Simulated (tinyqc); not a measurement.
Inside a calculation (part 1 of 2). Method: ROHF in the sto-3g basis, for LiH, spin multiplicity 3. Computed by tinyqc, a small Python program that keeps every step (integrals from PySCF). Settings: charge = 0, multiplicity = 3, basis = sto-3g, energy threshold = 1e-09, iteration cap = 75, orthogonalisation = symmetric, start = atomic densities, DIIS depth = 0, method = ROHF. Command: `OMP_NUM_THREADS=1 python tinyqc.py 23265 23266 out.jsonl` (the two numbers bound the seeds that draw the settings). One thread of a shared host (Intel(R) Xeon(R) Processor @ 2.60GHz), about 0.08 s of CPU time with the checks. Later iterations appear only in the table of the cycle.

## One-electron integrals

Geometry (angstrom):
```
atom         x         y         z
Li    0.000000  0.000000  0.000000
H     0.000000  0.000000  2.221000
```

Basis sto-3g: exponents (1/bohr^2) and contraction coefficients of normalised primitives:
```
element  l (shell)   exponent  coefficient
Li           s (1)  16.119575     0.154329
Li           s (1)   2.936201     0.535328
Li           s (1)   0.794651     0.444635
Li           s (2)   0.636290    -0.099967
Li           s (2)   0.147860     0.399513
Li           s (2)   0.048089     0.700115
Li           p (3)   0.636290     0.155916
Li           p (3)   0.147860     0.607684
Li           p (3)   0.048089     0.391957
H            s (1)   3.425251     0.154329
H            s (1)   0.623914     0.535328
H            s (1)   0.168855     0.444635
```

Overlap, kinetic and nuclear-attraction integrals over the contracted functions; the nuclear repulsion is the sum of Za Zb / Rab.

nuclear repulsion = 0.71478237 hartree

overlap S, order 1Li 1s, 1Li 2s, 1Li 2px, 1Li 2py, 1Li 2pz, 2H 1s:
```
[[1.000000, 0.241137, 0.000000, 0.000000, 0.000000, 0.016492],
 [0.241137, 1.000000, 0.000000, 0.000000, 0.000000, 0.250680],
 [0.000000, 0.000000, 1.000000, 0.000000, 0.000000, 0.000000],
 [0.000000, 0.000000, 0.000000, 1.000000, 0.000000, 0.000000],
 [0.000000, 0.000000, 0.000000, 0.000000, 1.000000, 0.365288],
 [0.016492, 0.250680, 0.000000, 0.000000, 0.365288, 1.000000]]
```

kinetic energy T (hartree), order 1Li 1s, 1Li 2s, 1Li 2px, 1Li 2py, 1Li 2pz, 2H 1s:
```
[[3.576786, -0.020237, 0.000000, 0.000000, 0.000000, -0.006790],
 [-0.020237, 0.102163, 0.000000, 0.000000, 0.000000, 0.011056],
 [0.000000, 0.000000, 0.319682, 0.000000, 0.000000, 0.000000],
 [0.000000, 0.000000, 0.000000, 0.319682, 0.000000, 0.000000],
 [0.000000, 0.000000, 0.000000, 0.000000, 0.319682, 0.048791],
 [-0.006790, 0.011056, 0.000000, 0.000000, 0.048791, 0.760032]]
```

nuclear attraction V (hartree), order 1Li 1s, 1Li 2s, 1Li 2px, 1Li 2py, 1Li 2pz, 2H 1s:
```
[[-8.221142, -1.021797, 0.000000, 0.000000, -0.008359, -0.066572],
 [-1.021797, -1.436553, 0.000000, 0.000000, -0.086742, -0.390127],
 [0.000000, 0.000000, -1.405154, 0.000000, 0.000000, 0.000000],
 [0.000000, 0.000000, 0.000000, -1.405154, 0.000000, 0.000000],
 [-0.008359, -0.086742, 0.000000, 0.000000, -1.470406, -0.574503],
 [-0.066572, -0.390127, 0.000000, 0.000000, -0.574503, -1.941317]]
```

core Hamiltonian H = T + V (hartree), order 1Li 1s, 1Li 2s, 1Li 2px, 1Li 2py, 1Li 2pz, 2H 1s:
```
[[-4.644356, -1.042034, 0.000000, 0.000000, -0.008359, -0.073362],
 [-1.042034, -1.334389, 0.000000, 0.000000, -0.086742, -0.379071],
 [0.000000, 0.000000, -1.085472, 0.000000, 0.000000, 0.000000],
 [0.000000, 0.000000, 0.000000, -1.085472, 0.000000, 0.000000],
 [-0.008359, -0.086742, 0.000000, 0.000000, -1.150725, -0.525712],
 [-0.073362, -0.379071, 0.000000, 0.000000, -0.525712, -1.181285]]
```

## Two-electron integrals

Functions are numbered as in S; the eight-fold symmetry (ij|kl) = (ji|kl) = (kl|ij) leaves the list below.

Two-electron integrals (ij|kl) in chemists' order, unique and non-zero (hartree):
```
(11|11) 1.680395   (21|11) 0.265420   (21|21) 0.049941   (22|11) 0.397727
(22|21) 0.092860   (22|22) 0.290562   (31|31) 0.008981   (32|31) 0.013788
(32|32) 0.064184   (33|11) 0.396640   (33|21) 0.092880   (33|22) 0.290497
(33|33) 0.312946   (41|41) 0.008981   (42|41) 0.013788   (42|42) 0.064184
(43|43) 0.016869   (44|11) 0.396640   (44|21) 0.092880   (44|22) 0.290497
(44|33) 0.279207   (44|44) 0.312946   (51|51) 0.008981   (52|51) 0.013788
(52|52) 0.064184   (53|53) 0.016869   (54|54) 0.016869   (55|11) 0.396640
(55|21) 0.092880   (55|22) 0.290497   (55|33) 0.279207   (55|44) 0.279207
(55|55) 0.312946   (61|11) 0.017174   (61|21) 0.003274   (61|22) 0.006288
(61|33) 0.006210   (61|44) 0.006210   (61|51) 0.000437   (61|52) 0.000854
(61|55) 0.006449   (61|61) 0.000240   (62|11) 0.074584   (62|21) 0.017788
(62|22) 0.063683   (62|33) 0.059941   (62|44) 0.059941   (62|51) 0.002717
(62|52) 0.020145   (62|55) 0.071109   (62|61) 0.001430   (62|62) 0.028447
(63|31) 0.001008   (63|32) 0.005598   (63|53) 0.002640   (63|63) 0.001440
(64|41) 0.001008   (64|42) 0.005598   (64|54) 0.002640   (64|64) 0.001440
(65|11) 0.103362   (65|21) 0.024790   (65|22) 0.090968   (65|33) 0.084729
(65|44) 0.084729   (65|51) 0.004173   (65|52) 0.031150   (65|55) 0.103363
(65|61) 0.002032   (65|62) 0.043423   (65|65) 0.066645   (66|11) 0.238213
(66|21) 0.057419   (66|22) 0.226273   (66|33) 0.207555   (66|44) 0.207555
(66|51) 0.008310   (66|52) 0.081087   (66|55) 0.263577   (66|61) 0.004639
(66|62) 0.133946   (66|65) 0.209626   (66|66) 0.774606
```

## Orthogonalisation

S = U s U^T; symmetric (Loewdin) form X = U s^(-1/2) U^T, so that X^T S X = 1.

eigenvalues of S: [0.537230, 0.806348, 1.000000, 1.000000, 1.182803, 1.473619]

X, order 1Li 1s, 1Li 2s, 1Li 2px, 1Li 2py, 1Li 2pz, 2H 1s:
```
[[1.023415, -0.129302, 0.000000, 0.000000, -0.005827, 0.017965],
 [-0.129302, 1.052184, 0.000000, 0.000000, 0.041539, -0.147589],
 [0.000000, 0.000000, 1.000000, 0.000000, 0.000000, 0.000000],
 [0.000000, 0.000000, 0.000000, 1.000000, 0.000000, 0.000000],
 [-0.005827, 0.041539, 0.000000, 0.000000, 1.058685, -0.209461],
 [0.017965, -0.147589, 0.000000, 0.000000, -0.209461, 1.086928]]
```

## Starting guess

The start is atomic minimal-basis densities projected into this basis (PySCF's MINAO start) and scaled to the electron count of each spin; this density is not idempotent, so its energy is not variational and may lie below the converged one.

D(alpha) at the start, order 1Li 1s, 1Li 2s, 1Li 2px, 1Li 2py, 1Li 2pz, 2H 1s:
```
[[1.556311, -0.167520, 0.000000, 0.000000, 0.004147, -0.016620],
 [-0.167520, 0.761582, 0.000000, 0.000000, -0.005386, 0.071925],
 [0.000000, 0.000000, 0.000000, 0.000000, 0.000000, 0.000000],
 [0.000000, 0.000000, 0.000000, 0.000000, 0.000000, 0.000000],
 [0.004147, -0.005386, 0.000000, 0.000000, 0.002299, 0.038930],
 [-0.016620, 0.071925, 0.000000, 0.000000, 0.038930, 0.696645]]
```

D(beta) at the start, order 1Li 1s, 1Li 2s, 1Li 2px, 1Li 2py, 1Li 2pz, 2H 1s:
```
[[0.518770, -0.055840, 0.000000, 0.000000, 0.001382, -0.005540],
 [-0.055840, 0.253861, 0.000000, 0.000000, -0.001795, 0.023975],
 [0.000000, 0.000000, 0.000000, 0.000000, 0.000000, 0.000000],
 [0.000000, 0.000000, 0.000000, 0.000000, 0.000000, 0.000000],
 [0.001382, -0.001795, 0.000000, 0.000000, 0.000766, 0.012977],
 [-0.005540, 0.023975, 0.000000, 0.000000, 0.012977, 0.232215]]
```

## Iteration 1: building the Fock matrix

J_ij = sum D_kl (ij|kl) with D = D(alpha) + D(beta), K_ij = sum D_kl (ik|jl) for each spin; F = H + J - K(s); E = tr D H + tr D J / 2 - 0.5 sum_s tr D(s) K(s) + E_nn.

Coulomb J (hartree), order 1Li 1s, 1Li 2s, 1Li 2px, 1Li 2py, 1Li 2pz, 2H 1s:
```
[[4.019014, 0.682212, 0.000000, 0.000000, 0.008555, 0.045357],
 [0.682212, 1.311328, 0.000000, 0.000000, 0.081609, 0.345765],
 [0.000000, 0.000000, 1.290214, 0.000000, 0.000000, 0.000000],
 [0.000000, 0.000000, 0.000000, 1.290214, 0.000000, 0.000000],
 [0.008555, 0.081609, 0.000000, 0.000000, 1.346419, 0.505569],
 [0.045357, 0.345765, 0.000000, 0.000000, 0.505569, 1.464911]]
```

exchange K(alpha) (hartree), order 1Li 1s, 1Li 2s, 1Li 2px, 1Li 2py, 1Li 2pz, 2H 1s:
```
[[2.564448, 0.410408, 0.000000, 0.000000, 0.003056, 0.031429],
 [0.410408, 0.298002, 0.000000, 0.000000, 0.040298, 0.164644],
 [0.000000, 0.000000, 0.060259, 0.000000, 0.000000, 0.000000],
 [0.000000, 0.000000, 0.000000, 0.060259, 0.000000, 0.000000],
 [0.003056, 0.040298, 0.000000, 0.000000, 0.117777, 0.182829],
 [0.031429, 0.164644, 0.000000, 0.000000, 0.182829, 0.596322]]
```

exchange K(beta) (hartree), order 1Li 1s, 1Li 2s, 1Li 2px, 1Li 2py, 1Li 2pz, 2H 1s:
```
[[0.854816, 0.136803, 0.000000, 0.000000, 0.001019, 0.010476],
 [0.136803, 0.099334, 0.000000, 0.000000, 0.013433, 0.054881],
 [0.000000, 0.000000, 0.020086, 0.000000, 0.000000, 0.000000],
 [0.000000, 0.000000, 0.000000, 0.020086, 0.000000, 0.000000],
 [0.001019, 0.013433, 0.000000, 0.000000, 0.039259, 0.060943],
 [0.010476, 0.054881, 0.000000, 0.000000, 0.060943, 0.198774]]
```

F(alpha) (hartree), order 1Li 1s, 1Li 2s, 1Li 2px, 1Li 2py, 1Li 2pz, 2H 1s:
```
[[-3.189790, -0.770230, 0.000000, 0.000000, -0.002859, -0.059434],
 [-0.770230, -0.321064, 0.000000, 0.000000, -0.045432, -0.197949],
 [0.000000, 0.000000, 0.144483, 0.000000, 0.000000, 0.000000],
 [0.000000, 0.000000, 0.000000, 0.144483, 0.000000, 0.000000],
 [-0.002859, -0.045432, 0.000000, 0.000000, 0.077918, -0.202972],
 [-0.059434, -0.197949, 0.000000, 0.000000, -0.202972, -0.312696]]
```

F(beta) (hartree), order 1Li 1s, 1Li 2s, 1Li 2px, 1Li 2py, 1Li 2pz, 2H 1s:
```
[[-1.480158, -0.496625, 0.000000, 0.000000, -0.000822, -0.038481],
 [-0.496625, -0.122396, 0.000000, 0.000000, -0.018566, -0.088187],
 [0.000000, 0.000000, 0.184656, 0.000000, 0.000000, 0.000000],
 [0.000000, 0.000000, 0.000000, 0.184656, 0.000000, 0.000000],
 [-0.000822, -0.018566, 0.000000, 0.000000, 0.156436, -0.081086],
 [-0.038481, -0.088187, 0.000000, 0.000000, -0.081086, 0.084852]]
```

total energy of this density = -8.13037666 hartree

This density is the starting one; it is not idempotent, so its energy is not variational and may lie below the converged one.

## Iteration 1: Roothaan effective Fock matrix

With projectors Pc = D(beta) S, Po = (D(alpha) - D(beta)) S, Pv = 1 - D(alpha) S, the block xy is Px^T F Py; with Fc = (F(alpha) + F(beta))/2, the blocks are Fc for cc, oo, vv and cv, F(beta) for co and F(alpha) for ov.

effective F (hartree), order 1Li 1s, 1Li 2s, 1Li 2px, 1Li 2py, 1Li 2pz, 2H 1s:
```
[[-0.561187, -0.204470, 0.000000, 0.000000, 0.007102, -0.023556],
 [-0.204470, -0.083826, 0.000000, 0.000000, -0.009204, -0.088120],
 [0.000000, 0.000000, 0.164569, 0.000000, 0.000000, 0.000000],
 [0.000000, 0.000000, 0.000000, 0.164569, 0.000000, 0.000000],
 [0.007102, -0.009204, 0.000000, 0.000000, 0.124844, -0.127555],
 [-0.023556, -0.088120, 0.000000, 0.000000, -0.127555, -0.089187]]
```

## Iteration 1: diagonalisation and new density

Diagonalise F' = X^T F X, C = X C', fill 3 alpha and 1 beta electrons from the bottom; D(s) = C_occ C_occ^T. Each column has its largest component positive (the first on a tie).

F' = X^T F X (hartree):
```
[[-0.535615, -0.137250, 0.000000, 0.000000, 0.003491, 0.003768],
 [-0.137250, -0.021124, 0.000000, 0.000000, 0.030100, -0.086970],
 [0.000000, 0.000000, 0.164569, 0.000000, 0.000000, 0.000000],
 [0.000000, 0.000000, 0.000000, 0.164569, 0.000000, 0.000000],
 [0.003491, 0.030100, 0.000000, 0.000000, 0.193099, -0.164314],
 [0.003768, -0.086970, 0.000000, 0.000000, -0.164314, -0.016002]]
```

orbital energies (hartree): [-0.570543, -0.133349, 0.024888, 0.164569, 0.164569, 0.299362]

coefficients C, order 1Li 1s, 1Li 2s, 1Li 2px, 1Li 2py, 1Li 2pz, 2H 1s:
```
[[0.959810, -0.162740, -0.331972, 0.000000, 0.000000, -0.080806],
 [0.130028, 0.320012, 0.949958, 0.000000, 0.000000, 0.354378],
 [0.000000, 0.000000, 0.000000, -0.247938, 0.968776, 0.000000],
 [0.000000, 0.000000, 0.000000, 0.968776, 0.247938, 0.000000],
 [-0.009829, 0.248190, -0.329016, 0.000000, 0.000000, 0.998249],
 [0.015028, 0.760735, -0.321909, 0.000000, 0.000000, -0.751547]]
```

D(alpha) after iteration 1, order 1Li 1s, 1Li 2s, 1Li 2px, 1Li 2py, 1Li 2pz, 2H 1s:
```
[[1.057924, -0.242636, 0.000000, 0.000000, 0.059399, -0.002514],
 [-0.242636, 1.021735, 0.000000, 0.000000, -0.234405, -0.060402],
 [0.000000, 0.000000, 0.000000, 0.000000, 0.000000, 0.000000],
 [0.000000, 0.000000, 0.000000, 0.000000, 0.000000, 0.000000],
 [0.059399, -0.234405, 0.000000, 0.000000, 0.169946, 0.294573],
 [-0.002514, -0.060402, 0.000000, 0.000000, 0.294573, 0.682569]]
```

D(beta) after iteration 1, order 1Li 1s, 1Li 2s, 1Li 2px, 1Li 2py, 1Li 2pz, 2H 1s:
```
[[0.921234, 0.124802, 0.000000, 0.000000, -0.009434, 0.014424],
 [0.124802, 0.016907, 0.000000, 0.000000, -0.001278, 0.001954],
 [0.000000, 0.000000, 0.000000, 0.000000, 0.000000, 0.000000],
 [0.000000, 0.000000, 0.000000, 0.000000, 0.000000, 0.000000],
 [-0.009434, -0.001278, 0.000000, 0.000000, 0.000097, -0.000148],
 [0.014424, 0.001954, 0.000000, 0.000000, -0.000148, 0.000226]]
```

Within a degenerate level the vectors are fixed only up to a rotation; this is one choice.

## Iteration 2: building the Fock matrix

As before.

Coulomb J (hartree), order 1Li 1s, 1Li 2s, 1Li 2px, 1Li 2py, 1Li 2pz, 2H 1s:
```
[[3.958964, 0.677583, 0.000000, 0.000000, 0.002222, 0.044691],
 [0.677583, 1.317237, 0.000000, 0.000000, 0.042497, 0.326169],
 [0.000000, 0.000000, 1.297074, 0.000000, 0.000000, 0.000000],
 [0.000000, 0.000000, 0.000000, 1.297074, 0.000000, 0.000000],
 [0.002222, 0.042497, 0.000000, 0.000000, 1.350735, 0.473869],
 [0.044691, 0.326169, 0.000000, 0.000000, 0.473869, 1.337162]]
```

exchange K(alpha) (hartree), order 1Li 1s, 1Li 2s, 1Li 2px, 1Li 2py, 1Li 2pz, 2H 1s:
```
[[1.701422, 0.269774, 0.000000, 0.000000, 0.001796, 0.019938],
 [0.269774, 0.339060, 0.000000, 0.000000, -0.023822, 0.156032],
 [0.000000, 0.000000, 0.073113, 0.000000, 0.000000, 0.000000],
 [0.000000, 0.000000, 0.000000, 0.073113, 0.000000, 0.000000],
 [0.001796, -0.023822, 0.000000, 0.000000, 0.224175, 0.247218],
 [0.019938, 0.156032, 0.000000, 0.000000, 0.247218, 0.655853]]
```

exchange K(beta) (hartree), order 1Li 1s, 1Li 2s, 1Li 2px, 1Li 2py, 1Li 2pz, 2H 1s:
```
[[1.615641, 0.303125, 0.000000, 0.000000, -0.002417, 0.028379],
 [0.303125, 0.074867, 0.000000, 0.000000, -0.000851, 0.008075],
 [0.000000, 0.000000, 0.012853, 0.000000, 0.000000, 0.000000],
 [0.000000, 0.000000, 0.000000, 0.012853, 0.000000, 0.000000],
 [-0.002417, -0.000851, 0.000000, 0.000000, 0.013058, 0.001359],
 [0.028379, 0.008075, 0.000000, 0.000000, 0.001359, 0.001686]]
```

F(alpha) (hartree), order 1Li 1s, 1Li 2s, 1Li 2px, 1Li 2py, 1Li 2pz, 2H 1s:
```
[[-2.386813, -0.634225, 0.000000, 0.000000, -0.007932, -0.048610],
 [-0.634225, -0.356212, 0.000000, 0.000000, -0.020423, -0.208933],
 [0.000000, 0.000000, 0.138489, 0.000000, 0.000000, 0.000000],
 [0.000000, 0.000000, 0.000000, 0.138489, 0.000000, 0.000000],
 [-0.007932, -0.020423, 0.000000, 0.000000, -0.024164, -0.299061],
 [-0.048610, -0.208933, 0.000000, 0.000000, -0.299061, -0.499976]]
```

F(beta) (hartree), order 1Li 1s, 1Li 2s, 1Li 2px, 1Li 2py, 1Li 2pz, 2H 1s:
```
[[-2.301032, -0.667577, 0.000000, 0.000000, -0.003719, -0.057050],
 [-0.667577, -0.092020, 0.000000, 0.000000, -0.043394, -0.060976],
 [0.000000, 0.000000, 0.198750, 0.000000, 0.000000, 0.000000],
 [0.000000, 0.000000, 0.000000, 0.198750, 0.000000, 0.000000],
 [-0.003719, -0.043394, 0.000000, 0.000000, 0.186953, -0.053203],
 [-0.057050, -0.060976, 0.000000, 0.000000, -0.053203, 0.154191]]
```

total energy of this density = -7.74511709 hartree

## Iteration 2: Roothaan effective Fock matrix

As before.

effective F (hartree), order 1Li 1s, 1Li 2s, 1Li 2px, 1Li 2py, 1Li 2pz, 2H 1s:
```
[[-2.341101, -0.661395, 0.000000, 0.000000, -0.002147, -0.047418],
 [-0.661395, -0.223694, 0.000000, 0.000000, -0.003024, -0.131164],
 [0.000000, 0.000000, 0.168619, 0.000000, 0.000000, 0.000000],
 [0.000000, 0.000000, 0.000000, 0.168619, 0.000000, 0.000000],
 [-0.002147, -0.003024, 0.000000, 0.000000, 0.147206, -0.136049],
 [-0.047418, -0.131164, 0.000000, 0.000000, -0.136049, -0.216433]]
```

## Iteration 2: diagonalisation and new density

As before.

F' = X^T F X (hartree):
```
[[-2.281863, -0.380481, 0.000000, 0.000000, -0.011694, 0.017849],
 [-0.380481, -0.070932, 0.000000, 0.000000, 0.043598, -0.107305],
 [0.000000, 0.000000, 0.168619, 0.000000, 0.000000, 0.000000],
 [0.000000, 0.000000, 0.000000, 0.168619, 0.000000, 0.000000],
 [-0.011694, 0.043598, 0.000000, 0.000000, 0.217615, -0.154380],
 [0.017849, -0.107305, 0.000000, 0.000000, -0.154380, -0.149351]]
```

orbital energies (hartree): [-2.345515, -0.239859, 0.004989, 0.168619, 0.168619, 0.295855]

coefficients C, order 1Li 1s, 1Li 2s, 1Li 2px, 1Li 2py, 1Li 2pz, 2H 1s:
```
[[0.988057, -0.094581, -0.266044, 0.000000, 0.000000, -0.092046],
 [0.046083, 0.266981, 0.966734, 0.000000, 0.000000, 0.373285],
 [0.000000, 0.000000, 0.000000, 0.318346, 0.947974, 0.000000],
 [0.000000, 0.000000, 0.000000, 0.947974, -0.318346, 0.000000],
 [0.002875, 0.109132, -0.304680, 0.000000, 0.000000, 1.030388],
 [-0.006806, 0.859713, -0.331340, 0.000000, 0.000000, -0.631231]]
```

D(alpha) after iteration 2, order 1Li 1s, 1Li 2s, 1Li 2px, 1Li 2py, 1Li 2pz, 2H 1s:
```
[[1.055981, -0.236913, 0.000000, 0.000000, 0.073577, 0.000113],
 [-0.236913, 1.007978, 0.000000, 0.000000, -0.265276, -0.091105],
 [0.000000, 0.000000, 0.000000, 0.000000, 0.000000, 0.000000],
 [0.000000, 0.000000, 0.000000, 0.000000, 0.000000, 0.000000],
 [0.073577, -0.265276, 0.000000, 0.000000, 0.104748, 0.194755],
 [0.000113, -0.091105, 0.000000, 0.000000, 0.194755, 0.848939]]
```

D(beta) after iteration 2, order 1Li 1s, 1Li 2s, 1Li 2px, 1Li 2py, 1Li 2pz, 2H 1s:
```
[[0.976256, 0.045532, 0.000000, 0.000000, 0.002841, -0.006725],
 [0.045532, 0.002124, 0.000000, 0.000000, 0.000132, -0.000314],
 [0.000000, 0.000000, 0.000000, 0.000000, 0.000000, 0.000000],
 [0.000000, 0.000000, 0.000000, 0.000000, 0.000000, 0.000000],
 [0.002841, 0.000132, 0.000000, 0.000000, 0.000008, -0.000020],
 [-0.006725, -0.000314, 0.000000, 0.000000, -0.000020, 0.000046]]
```

Within a degenerate level the vectors are fixed only up to a rotation; this is one choice.

## Iteration 3: building the Fock matrix

As before.

Coulomb J (hartree), order 1Li 1s, 1Li 2s, 1Li 2px, 1Li 2py, 1Li 2pz, 2H 1s:
```
[[3.985296, 0.678916, 0.000000, 0.000000, 0.002239, 0.044756],
 [0.678916, 1.312465, 0.000000, 0.000000, 0.045350, 0.331683],
 [0.000000, 0.000000, 1.291364, 0.000000, 0.000000, 0.000000],
 [0.000000, 0.000000, 0.000000, 1.291364, 0.000000, 0.000000],
 [0.002239, 0.045350, 0.000000, 0.000000, 1.347672, 0.483361],
 [0.044756, 0.331683, 0.000000, 0.000000, 0.483361, 1.391289]]
```

exchange K(alpha) (hartree), order 1Li 1s, 1Li 2s, 1Li 2px, 1Li 2py, 1Li 2pz, 2H 1s:
```
[[1.699765, 0.268990, 0.000000, 0.000000, 0.003017, 0.019016],
 [0.268990, 0.328738, 0.000000, 0.000000, -0.039581, 0.152380],
 [0.000000, 0.000000, 0.070645, 0.000000, 0.000000, 0.000000],
 [0.000000, 0.000000, 0.000000, 0.070645, 0.000000, 0.000000],
 [0.003017, -0.039581, 0.000000, 0.000000, 0.191591, 0.235333],
 [0.019016, 0.152380, 0.000000, 0.000000, 0.235333, 0.727331]]
```

exchange K(beta) (hartree), order 1Li 1s, 1Li 2s, 1Li 2px, 1Li 2py, 1Li 2pz, 2H 1s:
```
[[1.664540, 0.279168, 0.000000, 0.000000, 0.000460, 0.019026],
 [0.279168, 0.057551, 0.000000, 0.000000, 0.000130, 0.004044],
 [0.000000, 0.000000, 0.010143, 0.000000, 0.000000, 0.000000],
 [0.000000, 0.000000, 0.000000, 0.010143, 0.000000, 0.000000],
 [0.000460, 0.000130, 0.000000, 0.000000, 0.010086, 0.000571],
 [0.019026, 0.004044, 0.000000, 0.000000, 0.000571, 0.000330]]
```

F(alpha) (hartree), order 1Li 1s, 1Li 2s, 1Li 2px, 1Li 2py, 1Li 2pz, 2H 1s:
```
[[-2.358824, -0.632108, 0.000000, 0.000000, -0.009136, -0.047622],
 [-0.632108, -0.350662, 0.000000, 0.000000, -0.001811, -0.199768],
 [0.000000, 0.000000, 0.135247, 0.000000, 0.000000, 0.000000],
 [0.000000, 0.000000, 0.000000, 0.135247, 0.000000, 0.000000],
 [-0.009136, -0.001811, 0.000000, 0.000000, 0.005356, -0.277684],
 [-0.047622, -0.199768, 0.000000, 0.000000, -0.277684, -0.517327]]
```

F(beta) (hartree), order 1Li 1s, 1Li 2s, 1Li 2px, 1Li 2py, 1Li 2pz, 2H 1s:
```
[[-2.323599, -0.642285, 0.000000, 0.000000, -0.006580, -0.047632],
 [-0.642285, -0.079475, 0.000000, 0.000000, -0.041522, -0.051431],
 [0.000000, 0.000000, 0.195749, 0.000000, 0.000000, 0.000000],
 [0.000000, 0.000000, 0.000000, 0.195749, 0.000000, 0.000000],
 [-0.006580, -0.041522, 0.000000, 0.000000, 0.186861, -0.042922],
 [-0.047632, -0.051431, 0.000000, 0.000000, -0.042922, 0.209674]]
```

total energy of this density = -7.77656147 hartree
